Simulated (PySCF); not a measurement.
Constitutional and geometric isomers with formula C3H4. All species are isolated molecules in the gas phase. Strings in code marks are SMILES.

The HOMO from two functionals at the same geometries (PBE0-D3(BJ)/def2-TZVP), both in PySCF: PBE-D3(BJ)/def2-TZVP and PBE0-D3(BJ)/def2-TZVP. 

| species | PBE-D3(BJ)/def2-TZVP (eV) |
|---|---|
| `C#CC` | -6.48 |
| `C(=C)=C` | -6.55 |
| `C1=CC1` | -6.08 |

Task: What does PBE0-D3(BJ)/def2-TZVP give for each?

Result: 
- `C#CC`: -7.72
- `C(=C)=C`: -7.73
- `C1=CC1`: -7.23
Over these rows, drawn at random from the members with no instability flagged (it was tested for open shells, ions and some series alone), PBE minus PBE0-D3(BJ): mean +1.19 eV, from +1.15 eV to +1.24 eV.
